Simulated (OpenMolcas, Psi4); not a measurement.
**How basis sets differ on CH6BN (SMILES CBN)**

The species is CH6BN (9 atoms), meant as a singlet with charge 0. As SMILES, `CBN`. Geometry: relaxed at PBE0-D4/def2-TZVP.

Each level gives the HOMO–LUMO gap (eV). The values are calculated.

```json
{"level": "HF/ANO-RCC-MB (DKH2)", "kind": "Hartree–Fock", "program": "OpenMolcas", "value (eV)": "17.99", "CPU time": "2.7 s"}
{"level": "HF/ANO-XS-MB (DKH2)", "kind": "Hartree–Fock", "program": "OpenMolcas", "value (eV)": "17.50", "CPU time": "1.2 s"}
{"level": "HF/STO-3G", "kind": "Hartree–Fock", "program": "OpenMolcas", "value (eV)": "19.28", "CPU time": "1.8 s"}
{"level": "HF/3-21G", "kind": "Hartree–Fock", "program": "OpenMolcas", "value (eV)": "16.84", "CPU time": "2 s"}
{"level": "HF/cc-pVDZ", "kind": "Hartree–Fock", "program": "Psi4", "value (eV)": "16.41", "CPU time": "9 s"}
```

The values span 16.41 to 19.28 eV. A Hartree–Fock LUMO above zero doesn't converge with the basis: it sinks as sets grow more diffuse. Orbital gaps aren't excitation energies. Times are those of the runs behind each value, whatever else they computed, on shared processors of several kinds: orders of magnitude only.
